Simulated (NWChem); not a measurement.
## Total energies of CH (+1)

```xyz
2

C      0.0000     0.0000     0.1639
H      0.0000     0.0000    -0.9833
```
Charge +1, spin multiplicity 1.

The numbers come from NWChem runs, not from measurements. The geometry was optimised at PBE0/def2-SVP, a minimum by its harmonic frequencies.

Basis set: def2-SVP (19 functions).

```csv
method,total energy (Ha)
RHF,-37.85788
MP2,-37.92680
B2PLYP,-38.00761
PBE,-37.97889
B3LYP,-38.04458
LC-wPBE (omega 0.3 per bohr),-37.99331
CCSD(T),-37.95924
```

Total energies of different functionals aren't comparable as a measure of quality: only differences taken within one method are. 

The correlated methods keep 1 core orbital frozen. B3LYP has NWChem's definition, with VWN1-RPA local correlation. The structure started from a generated list of species. Coupled-cluster values serve here as a point of comparison, not as the truth.
